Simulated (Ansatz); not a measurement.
Molecule (SMILES): F[O] (O-F), doublet.
Atoms: O1, F2. Bonds: O1-F2.

Basis-set convergence of the optimised O1-F2 bond length at HF with Ansatz (a quantum-chemistry and plane-wave program). All functions are spherical. The program fits the integrals of some runs and decomposes those of others, by size. Open shells are unrestricted. No added dispersion term, no relativity. Reference: the value in pcseg-4, 1.3097 Å, itself unsure by roughly 0.0004 Å (its mean distance from aug-pcseg-3, aug-cc-pVQZ, cc-pV5Z). Deviations are taken from unrounded values.

```csv
basis,functions,optimised O1-F2 bond length (Å)
cc-pVDZ,28,1.3234
aug-cc-pVDZ,46,1.3184
def2-SVP,28,1.3091
def2-SVPD,46,1.3085
pcseg-1,28,1.3305
aug-pcseg-1,46,1.3190
6-311G**,36,1.3108
6-311+G**,44,1.3109
cc-pVTZ,60,1.3128
aug-cc-pVTZ,92,1.3129
pcseg-2,60,1.3128
aug-pcseg-2,92,1.3128
def2-TZVPP,62,1.3123
def2-TZVPPD,80,1.3121
cc-pVQZ,110,1.3107
aug-cc-pVQZ,160,1.3103
def2-QZVPP,114,1.3104
def2-QZVPPD,132,1.3102
pcseg-3,120,1.3101
aug-pcseg-3,170,1.3101
```

What the diffuse functions change, pair by pair:
- cc-pVDZ to aug-cc-pVDZ: 18 more functions, deviation 0.0137 to 0.0086 Å
- def2-SVP to def2-SVPD: 18 more functions, deviation -0.0007 to -0.0012 Å
- pcseg-1 to aug-pcseg-1: 18 more functions, deviation 0.0207 to 0.0093 Å
- 6-311G** to 6-311+G**: 8 more functions, deviation 0.0011 to 0.0011 Å
- cc-pVTZ to aug-cc-pVTZ: 32 more functions, deviation 0.0031 to 0.0031 Å
- pcseg-2 to aug-pcseg-2: 32 more functions, deviation 0.0031 to 0.0030 Å
- def2-TZVPP to def2-TZVPPD: 18 more functions, deviation 0.0025 to 0.0023 Å
- cc-pVQZ to aug-cc-pVQZ: 50 more functions, deviation 0.0010 to 0.0005 Å
- def2-QZVPP to def2-QZVPPD: 18 more functions, deviation 0.0006 to 0.0005 Å
- pcseg-3 to aug-pcseg-3: 50 more functions, deviation 0.0003 to 0.0004 Å

They bring the value nearer the reference by more than 0.0004 Å in 3 of 10 pairs.
